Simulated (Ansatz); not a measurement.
**Relaxing SiMo3**

Level of theory: DFT r2SCAN, scalar-relativistic, plane waves, PAW (Ansatz).

The start is a database structure of SiMo3, space group Pm-3n (No. 223).

The final relaxation ran on this input, with the default PAW datasets:

```yaml
crystal:
  lattice:
    - [4.88969519, 0.0, 0.0]
    - [0.0, 4.88969519, 0.0]
    - [0.0, 0.0, 4.88969519]
  atoms:
    - { symbol: Si, position: [0.5, 0.5, 0.5] }
    - { symbol: Si, position: [0.0, 0.0, 0.0] }
    - { symbol: Mo, position: [0.0, 0.5, 0.25] }
    - { symbol: Mo, position: [0.0, 0.5, 0.75] }
    - { symbol: Mo, position: [0.5, 0.75, 0.0] }
    - { symbol: Mo, position: [0.5, 0.25, 0.0] }
    - { symbol: Mo, position: [0.75, 0.0, 0.5] }
    - { symbol: Mo, position: [0.25, 0.0, 0.5] }
basis:
  ecutwfc: 500
kpoints:
  mp_grid: { grid: [8, 8, 8] }
hamiltonian:
  xc: r2scan
scf:
  occupations: { method: gaussian, width: 0.1 }
output:
  forces: true
  stress: true
  eigenvalues: true
relax:
  adjacent_minimum: "off"
  f_tol: 0.01
  max_steps: 80
  cell: { stress_tol: 0.05 }
```

Launched as:

```bash
ansatz run input.yaml --threads 1 --pin off --max-ram 3072MiB --backend cpu --events-out ev --progress --plain --runs-dir out
```

The run took 94 s on 1 thread of Arm Neoverse V2 (shared host), peak memory 0.66 GiB.

The program printed at the end:

```
SCF converged after 3 iterations
Free energy (F): -31086.364503 eV
Harris-Foulkes:  -31086.364503 eV  (|F-HF|=3.27e-11)
Internal energy: -31086.343120 eV  (E = F + TS)
E sigma→0 (E₀):  -31086.353811 eV
Entropy (-TS):   -0.021383 eV (-2.673 meV/atom)
Fermi energy:    19.807841 eV
--- Per-component energies (eV) ---
  E_band       = -417.684031
  E_kinetic    = 2740.056792
  E_local      = -5490.688390  (includes V_loc(G=0)·N_el)
  E_nonlocal   = 904.384677
  E_hartree    = 1922.418786
  E_xc         = -1180.670578
  E_vxc        = -1647.750003  (∫ρ·V_xc dr)
  E_paw        = -20344.446846  (= ΣΔE_a)
  E_vpaw       = -875.164148  (= ΣTr[D̂ρ^β])
  E_aug_tail   = -0.000015  (compensation charges beyond the density's cutoff)
  E_vtau       = 106.640147  (kinetic-family band-sum trace: ∫τ·v_τ [+ j·A + Jᵃ·Aᵃ] dr)
  E_ewald      = -9635.917458
  E_core_change = -1.480088  (= ΣΔE_core)
  E_smearing   = -0.021383  (= −TS)
  E_closure    =  0.000000  (closes the sum)
  Σ components = -31086.364503   (vs F -31086.364503, Δ=0.00e0)
--- Forces (eV/Å), atoms counted from 1 ---
  atom   1  Si     0.00000000     0.00000000     0.00000000
  atom   2  Si     0.00000000     0.00000000     0.00000000
  atom   3  Mo     0.00000000     0.00000000     0.00000000
  atom   4  Mo     0.00000000     0.00000000     0.00000000
  atom   5  Mo     0.00000000     0.00000000     0.00000000
  atom   6  Mo     0.00000000     0.00000000     0.00000000
  atom   7  Mo     0.00000000     0.00000000     0.00000000
  atom   8  Mo     0.00000000     0.00000000     0.00000000
  max |Σ_I F_I| component: 2.20e-17 eV/Å
--- Stress (GPa, compression-positive) ---
       -0.005554       0.000000       0.000000
        0.000000      -0.005554       0.000000
        0.000000       0.000000      -0.005554
  P = ⅓ Tr σ = -0.0056 GPa (-0.056 kbar)
--- Relaxed structure (3 steps of the walk, 2 accepted, 1 SCFs on fresh bases) ---
  F+E_penalty+E_count = -31086.36450296 eV   max|allowed force component| = 4.120e-17 eV/Å   (the final SCF, on the basis selected at the relaxed cell)
  cell:  # Å, volume = 116.5718 Å³
    - [4.884999, 0.000000, 0.0]
    - [0.000000, 4.884999, 0.0]
    - [0.0, 0.0, 4.884999]
  atoms:
    - { symbol: Si, position: [0.5, 0.5, 0.5] }
    - { symbol: Si, position: [0.000000, 0.000000, 0.000000] }
    - { symbol: Mo, position: [0.000000, 0.5, 0.25] }
    - { symbol: Mo, position: [0.000000, 0.5, 0.750000] }
    - { symbol: Mo, position: [0.5, 0.750000, 0.000000] }
    - { symbol: Mo, position: [0.5, 0.25, 0.000000] }
    - { symbol: Mo, position: [0.750000, 0.000000, 0.5] }
    - { symbol: Mo, position: [0.25, 0.000000, 0.5] }
```

Absolute energies hang on the potentials; compare differences alone.

The result has space group Pm-3n (No. 223). Si is coordinated by 12 Mo at 2.73 Å; around Mo lie 2 Mo at 2.44 Å, 4 Si at 2.73 Å and 8 Mo at 2.99 Å.

Against the elements it lies at -0.33 eV/atom. Energies over the elements count from the elements' standard structures at the same level, with no empirical corrections.

For metals, differences of a few meV/atom aren't resolved.

A structure relaxed within its symmetry needn't be a true minimum.